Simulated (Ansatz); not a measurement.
Molecule: CH$_{5}$O, charge 1, multiplicity 1. It need not be the lowest isomer of its formula. 
Coordinates optimised at B3LYP-D3(BJ)/def2-TZVP (Ansatz, a quantum-chemistry and plane-wave program):
SMILES: [OH2+]C
```xyz
7

C     -0.0253     0.7966     0.0062
O     -0.0097    -0.7215     0.0568
H     -1.0760     1.0586     0.0620
H      0.8807    -1.1190     0.1070
H      0.5157     1.1027     0.8946
H      0.4496     1.1089    -0.9184
H     -0.5406    -1.1585    -0.6365
```
Charge +1, spin multiplicity 1.

Basis-set convergence of Hartree-Fock and MP2 correlation energies (hartree) with Ansatz. Correlated levels leave the core frozen unless marked. No spin-orbit coupling. No relativistic terms.

| basis | functions | E(HF) | E(corr, MP2) |
|---|---|---|---|
| cc-pVDZ | - | -115.35797 | -0.33535 |
| cc-pVTZ | 130 | (withheld) | (withheld) |

Problem. Fill in the missing entries.

Solution. 
- cc-pVTZ, E(HF): -115.39717
- cc-pVTZ, E(corr, MP2): -0.42039
